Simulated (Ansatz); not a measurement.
Input file:

```yaml
crystal:
  periodic: [false, false, false]
  atoms:
    - {symbol: O, position_ang: [0.000000, 0.000000, 0.000000]}
    - {symbol: C, position_ang: [0.000000, 0.000000, 1.082000]}
basis:
  gaussian: {orbitals: 6-31G}
magnetization: {spin_polarized: false, initial_magnetization: 2}
hamiltonian: {xc: {name: PBE}}
correlation: {method: ccsdt_q_b, electrons: valence}
output: {forces: true}
```

```sh
$ ansatz run in.yaml --threads 1 --pin off --events-out ev --progress --plain --max-ram 2393MiB
```

Log:

```
338 factors; integrals over basis functions are off by at most 5.0e-8 eV
mean field evaluation 1: about -3069.0998 eV, gradient 3.8e1 eV
mean field evaluation 2: about -3069.0872 eV, gradient 3.8e1 eV
mean field evaluation 4: about -3070.6256 eV, gradient 2.0e1 eV
mean field evaluation 8: about -3071.8362 eV, gradient 1.6e0 eV
mean field evaluation 16: about -3071.8420 eV, gradient 1.5e-7 eV
mean field evaluation 32: about -3071.8490 eV, gradient 8.9e-2 eV
mean field -3071.84202716 eV, -112.8881123289 hartree, gradient 1.6e-6 eV, S^2 2.000000; 2 other end points of the search recorded, 0 dependent functions left out
mean field evaluation 64: about -3057.5099 eV, gradient 7.3e-2 eV
2 core orbitals not correlated: weight in the atoms' cores, before any rotation towards them, 1.000 or more for the frozen orbitals, at most 0.000 for the correlated occupied ones
reference -3059.49352153 eV, -112.4343131170 hartree; 6, 4 occupied and 10, 12 virtual orbitals, 338 factors
second order -5.00052680 eV of doubles, -0.38288241 eV of singles
cycle   1  -4.85610686 eV  change    5.0e-1 eV  update   9.7e-2
cycle   2  -5.17671102 eV  change   -3.2e-1 eV  update   5.8e-2
cycle   3  -5.35789898 eV  change   -1.8e-1 eV  update   1.8e-2
cycle   4  -5.36719970 eV  change   -9.3e-3 eV  update   7.8e-3
cycle   5  -5.35662591 eV  change    1.1e-2 eV  update   4.0e-3
cycle   6  -5.36007101 eV  change   -3.4e-3 eV  update   2.3e-3
cycle   7  -5.36258283 eV  change   -2.5e-3 eV  update   1.3e-3
cycle   8  -5.36265846 eV  change   -7.6e-5 eV  update   4.5e-4
cycle   9  -5.36275535 eV  change   -9.7e-5 eV  update   2.0e-4
cycle  10  -5.36278274 eV  change   -2.7e-5 eV  update   8.0e-5
cycle  11  -5.36289185 eV  change   -1.1e-4 eV  update   3.8e-5
cycle  12  -5.36289053 eV  change    1.3e-6 eV  update   1.9e-5
cycle  13  -5.36290583 eV  change   -1.5e-5 eV  update   9.7e-6
cycle  14  -5.36290125 eV  change    4.6e-6 eV  update   3.4e-6
cycle  15  -5.36289780 eV  change    3.4e-6 eV  update   1.5e-6
cycle  16  -5.36289758 eV  change    2.3e-7 eV  update   6.0e-7
perturbative correction -0.02408114 eV, -0.0008849657 hartree
the calculation of the forces begins
Total energy: -3064.88050025 eV, -112.6322809335 hartree
Atom 0 at     0.000000     0.000000     0.000000 Å, force    -0.000000     0.000000   -21.407116 eV/Å
Atom 1 at     0.000000     0.000000     1.082000 Å, force    -0.000000    -0.000000    21.407116 eV/Å
Dipole moment:     0.000000    -0.000000     0.327986 e Å
```

Forces (eV/Å):
```
O     0.000   0.000 -21.407
C     0.000   0.000  21.407
```

Ran on 1 thread of Arm Neoverse V1, shared host: 12 s wall, 0.19 GiB peak host memory.
